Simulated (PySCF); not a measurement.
One ligand Y is varied and pulled off as a radical: Zn(OCH3)1–Y. Gas-phase values, no solvent. One relaxed conformer stands for each flexible species; it need not be the lowest. Multiplicities are imposed; where one is given, others were not computed. Strings in code marks are SMILES.

These are BP86-D3(BJ)/def2-TZVP // BP86-D3(BJ)/def2-SVP (PySCF) values and carry that method's errors. All candidates: neutral, multiplicity 2. 

The highest occupied spin orbital comes out as -6.10 eV and the dipole moment comes out as 2.14 D.

**Question.** Say which member has these values.
(A) `C[O]`
(B) `C[N]C`
(C) `[SH]`
(D) `[OH]`

**Answer.** A, `C[O]`. The others give `C[N]C`: -5.66 eV, 1.72 D; `[OH]`: -7.30 eV, 1.74 D; `[SH]`: -6.25 eV, 0.87 D
